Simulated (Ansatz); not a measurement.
# CH2N− (SMILES C=[N-]): functionals against CCSD(T) at one geometry

Aim: energy, forces and dipole at a structure displaced at random from a GFN2-xTB minimum, from CCSD(T) and from density functionals.

Method: single points in def2-TZVPPD; program: Ansatz 0.2.0, Gaussian basis.

Cores are frozen in the correlated methods. B3LYP uses VWN-RPA correlation.

## Step 1: The starting structure

SMILES `C=[N-]`, 4 atoms, charge -1, spin multiplicity 1.

Atoms are counted from 1 here; the program's logs count them from 0.

Bond lengths: C1–N2 1.200 Å, C1–H3 1.225 Å, C1–H4 1.211 Å. Angles: N2–C1–H3 126.6°, N2–C1–H4 129.2°, H3–C1–H4 104.2°.

As a file:

```xyz
4
charge -1, multiplicity 1
C     0.0451    0.0289    0.0510
N     0.7611    0.6330    0.8004
H    -0.9399    0.4677   -0.5304
H     0.1209   -1.1212   -0.3195
```

## Step 2: CCSD(T)/def2-TZVPPD

run/in.yaml

```yaml
crystal:
  periodic: [false, false, false]
  atoms:
    - {symbol: C, position_ang: [0.045100, 0.028900, 0.051000]}
    - {symbol: N, position_ang: [0.761100, 0.633000, 0.800400]}
    - {symbol: H, position_ang: [-0.939900, 0.467700, -0.530400]}
    - {symbol: H, position_ang: [0.120900, -1.121200, -0.319500]}
basis:
  gaussian: {orbitals: "def2-TZVPPD.json"}
total_charge: -1
correlation: {method: ccsd_t}
output: {forces: true}
```

The basis file named in the input lies beside it (Basis Set Exchange, JSON).

No record of the launch command was kept for these runs.

## Step 3: PBE0-D4/def2-TZVPPD

Edit run/in.yaml of step 2 so:

```diff
@@ -10,3 +10,3 @@
 total_charge: -1
-correlation: {method: ccsd_t}
-output: {forces: true}
+hamiltonian: {xc: pbe0, dispersion: d4}
+output: {forces: true, orbitals: {seedname: orbitals}}
```

## Step 4: wB97M-V/def2-TZVPPD

Edit run/in.yaml of step 3 so:

```diff
@@ -10,3 +10,3 @@
 total_charge: -1
-hamiltonian: {xc: pbe0, dispersion: d4}
-output: {forces: true, orbitals: {seedname: orbitals}}
+hamiltonian: {xc: {name: wB97M-V}}
+output: {forces: true}
```

## Step 5: r2SCAN-D4/def2-TZVPPD

Edit run/in.yaml of step 4 so:

```diff
@@ -10,3 +10,3 @@
 total_charge: -1
-hamiltonian: {xc: {name: wB97M-V}}
+hamiltonian: {xc: r2scan, dispersion: d4}
 output: {forces: true}
```

## Step 6: PBE-D4/def2-TZVPPD

Edit run/in.yaml of step 5 so:

```diff
@@ -10,3 +10,3 @@
 total_charge: -1
-hamiltonian: {xc: r2scan, dispersion: d4}
+hamiltonian: {xc: pbe, dispersion: d4}
 output: {forces: true}
```

## Step 7: CAM-B3LYP-D4/def2-TZVPPD

Edit run/in.yaml of step 6 so:

```diff
@@ -10,3 +10,3 @@
 total_charge: -1
-hamiltonian: {xc: pbe, dispersion: d4}
+hamiltonian: {xc: {name: CAM-B3LYP}, dispersion: d4}
 output: {forces: true}
```

## Step 8: B3LYP-D4/def2-TZVPPD

Edit run/in.yaml of step 7 so:

```diff
@@ -10,3 +10,3 @@
 total_charge: -1
-hamiltonian: {xc: {name: CAM-B3LYP}, dispersion: d4}
+hamiltonian: {xc: {name: B3LYP}, dispersion: d4}
 output: {forces: true}
```

(Steps that only read results are left out.)

What does the calculation give? Wanted: RMS force component; RMS force error; HOMO and LUMO, PBE0-D4; T1 diagnostic.

As calculated:

```
              quantity                                                                                                 value
   RMS force component                                                                  1.147 to 1.663 eV/Å over the methods
       RMS force error  PBE0-D4 0.500, wB97M-V 0.455, r2SCAN-D4 0.495, PBE-D4 0.314, CAM-B3LYP-D4 0.587, B3LYP-D4 0.504 eV/Å
HOMO and LUMO, PBE0-D4                                                                                      1.52 and 4.90 eV
         T1 diagnostic                                                                                                 0.019
```

What this shows: The forces of PBE-D4 come nearest to CCSD(T), those of CAM-B3LYP-D4 are farthest. Frozen-core CCSD(T) forces in triple zeta carry basis errors of their own, and this is one geometry, so small gaps rank nothing.
